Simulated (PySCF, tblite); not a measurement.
# C4H6LiN2+, an ion with solvent molecules: NMR shifts, interaction energy, spin-spin couplings and core binding energies

Wanted: the NMR shifts, interaction energy, spin-spin couplings and core binding energies for `[Li+]` with 2 × `CC#N`.

Programs: tblite 0.8.0 and PySCF 2.14.0. All values are calculated, for the isolated system unless a continuum is named. Atoms count from 0, parts from 1.

### Step 1. Starting point

13 atoms, charge 1, multiplicity 1; geometry: rigid parts in contact. Parts: 1 = atom 0, `[Li+]`, charge 1; 2 = atoms 1–6, `CC#N`, charge 0; 3 = atoms 7–12, `CC#N`, charge 0.

### Step 2. Search for minima with GFN2-xTB

What the job is given:

```
{"job": {"kind": "dock", "xc": "GFN2-xTB", "basis": "xTB"}, "charge": 1, "multiplicity": 1, "parts": [{"atoms": "0-0", "charge": 1, "multiplicity": 1}, {"atoms": "1-6", "charge": 0, "multiplicity": 1}, {"atoms": "7-12", "charge": 0, "multiplicity": 1}]}
Li    -0.286994     0.671844     0.310907
C      0.973204    -2.415751     3.202640
C      0.579145    -1.427798     2.278885
N      0.246870    -0.614533     1.537551
H      0.129578    -2.710742     3.827439
H      1.365323    -3.275258     2.652585
H      1.773384    -2.024464     3.830657
C      5.023199    -1.530028     3.172801
C      4.153322    -2.275220     2.317470
N      3.412517    -2.850659     1.662146
H      5.399035    -0.661359     2.636860
H      4.490659    -1.200517     4.065593
H      5.857165    -2.160968     3.469022
```

With the program's defaults for keys left out, this is: GFN2-xTB search for minima from random contacts, gas phase.

The run is started by

```bash
$ OMP_NUM_THREADS=1 python cluster_run.py task.json out
```

One launch serves the whole session: the jobs run in the order shown.

**Question.** The jobs that follow are: PBE0-D3(BJ)/def2-SVPD geometry optimisation, gas phase; GIAO PBE0/pcSseg-1 NMR shielding, non-relativistic, gas phase; wB97M-D3(BJ)/def2-SVPD interaction energy, counterpoise and uncorrected, gas phase; PBE0-D3(BJ)/def2-SVPD interaction energy, counterpoise and uncorrected, gas phase; B3LYP/pcJ-1 indirect spin-spin coupling, non-relativistic, gas phase; delta-SCF UKS SCAN, pcX-2 on the ionised atom, pcseg-1 elsewhere, spin-free X2C. Predict: binding energy (GFN2-xTB); point group; rotational constants (main isotopes); shieldings of C, H, Li, N (PBE0/pcSseg-1, a mean where the table joins atoms); largest proton shift on binding; interaction energy, counterpoise (wB97M-D3(BJ)/def2-SVPD); superposition error; binding energy (with deformation); largest coupling of the table (B3LYP/pcJ-1); Li1s binding energies, SCAN/pcX-2; C1s binding energies, SCAN/pcX-2 (standing for 2 of 4 atoms); N1s binding energies, SCAN/pcX-2.

**Answer**, as computed:

| quantity | value |
| --- | --- |
| binding energy (GFN2-xTB) | -84.24 kcal/mol (rough: tight binding is poor for bare ions) |
| point group | D3 |
| rotational constants (main isotopes) | 78.03, 0.52, 0.52 GHz |
| shieldings of C, H, Li, N (PBE0/pcSseg-1, a mean where the table joins atoms) | C2 53.2, C1 183.5, H4 28.8, Li0 93.7, N3 27.3 ppm |
| largest proton shift on binding | H10, +0.70 ppm |
| interaction energy, counterpoise (wB97M-D3(BJ)/def2-SVPD) | -81.68 kcal/mol |
| superposition error | 1.81 kcal/mol |
| binding energy (with deformation) | -81.47 kcal/mol |
| largest coupling of the table (B3LYP/pcJ-1) | ¹J(C,H) C1–H4, 147.3 Hz |
| Li1s binding energies, SCAN/pcX-2 | Li0 67.53 eV |
| C1s binding energies, SCAN/pcX-2 (standing for 2 of 4 atoms) | C8 297.46 eV |
| N1s binding energies, SCAN/pcX-2 | N9 409.82 eV |
| range of the interaction energy over the runs of this table | -82.93 to -81.68 kcal/mol |

**Reading.** On relaxing, metal atoms bound new neighbours (Li0–N9). In the structure that the search hands on, at its xTB geometry, the leading contact, judged by the atoms' radii, is Li0···N9 (bond, 1.90 Å). Further contacts there: Li0···N3 (bond, 1.90 Å). A later relaxation moves these distances. The optimisation took 15 steps and gained 0.214 eV; among the close pairs (by a distance rule), Li0–N3 changed most, from 1.876 to 1.934 Å. At PBE0/pcSseg-1: Shielding is most anisotropic at N3, N9 (span 435 ppm, paramagnetic term -309 ppm). On binding (GIAO PBE0/pcSseg-1 NMR shielding, non-relativistic, gas phase), H10 moves most among the protons, 0.70 ppm downfield. The attractive terms split as electrostatic 71 %, orbital 28 %, dispersion 1 %, against 25.15 kcal/mol of Pauli repulsion. Pairs sum to -88.34 kcal/mol; the many-body rest, +6.67, is anticooperative. In the run at B3LYP/pcJ-1, the largest coupling of the table is C1–H4 (mean over like pairs), 147.3 Hz, of which the Fermi-contact term gives 145.7 Hz. Binding moves the C1s level of C8 by +4.80 eV. The interaction energy runs from -82.93 (PBE0-D3(BJ)/def2-SVPD) to -81.68 kcal/mol (wB97M-D3(BJ)/def2-SVPD).
